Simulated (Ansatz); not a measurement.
**Li₂− (doublet): wave-function methods side by side at distance Li1–Li2 = 10.580 Å, aug-cc-pVTZ**

How much of the correlation energy of Li₂− (doublet) does each wave-function method recover here?

Method: aug-cc-pVTZ, core rule «outside noble gas», up to 2 orbitals frozen; program: Ansatz 0.2.0, Gaussian basis.

To be run: UHF; CCSD(T) on ROHF; CCSD(T) on UHF; BCCD(T) on ROHF; CCSDT on ROHF; CCSDT on UHF; Full CI.

44 further runs of the same task are left out: 27 for a known fault of the program, 16 that didn't finish, 1 set aside as unsound or not needed.

**1. What is computed**

The geometry derives from a PBE0/def2-TZVPD stationary point (not a proven minimum). One bond is set to the value named and the two fragments are kept rigid.

2 atoms, charge -1, spin multiplicity 2.

Atoms are counted from 1 here; the program's logs count them from 0.

No contacts short enough for the rule that draws bonds.

**2. UHF**

Input file in.yaml:

```yaml
crystal:
  periodic: [false, false, false]
  atoms:
    - {symbol: Li, position_ang: [0.000000, 0.000000, 0.000000]}
    - {symbol: Li, position_ang: [0.000000, 0.000000, 10.580000]}
basis:
  gaussian: {orbitals: aug-cc-pVTZ}
total_charge: -1
magnetization: {spin_polarized: true, initial_magnetization: 1}
hamiltonian: {xc: hf}
output: {orbitals: {seedname: orbitals}}
```

Launch:

```bash
$ ansatz run in.yaml --threads 1 --pin off --events-out ev --progress --plain --max-ram 2393MiB
```

After this run come: CCSD(T) on ROHF; CCSD(T) on UHF; BCCD(T) on ROHF; CCSDT on ROHF; CCSDT on UHF; Full CI.

Before running them: what should the planned runs give, taken together? Wanted: FCI below the RHF energy; RMP2 from FCI; UMP2 from FCI; RCCSD from FCI; RCCSD(T) from FCI; UCCSD(T) from FCI; T1 diagnostic; effectively unpaired electrons.

**Answer**, as computed:

| quantity | value |
| --- | --- |
| FCI below the RHF energy | -0.7589 eV |
| RMP2 from FCI | +304.3 meV |
| UMP2 from FCI | +405.1 meV |
| RCCSD from FCI | +42.4 meV |
| RCCSD(T) from FCI | +13.5 meV |
| UCCSD(T) from FCI | +9.7 meV |
| levels within 1 kcal/mol (43 meV) | RCCSD, UCCSD, RCCSD(T), UCCSD(T), BCCD(T), RCCSDT, UCCSDT |
| T1 diagnostic | 0.059 |
| effectively unpaired electrons | 1.27 |

In words: RCCSD(T) lands +13.5 meV from the yardstick (1.8 % of the correlation energy). The occupations show some static correlation. Coupled cluster took another determinant than the lowest Hartree-Fock one. These misses are within one basis, not against nature; the frozen cores of restricted and unrestricted runs differ, which can shift their rows.
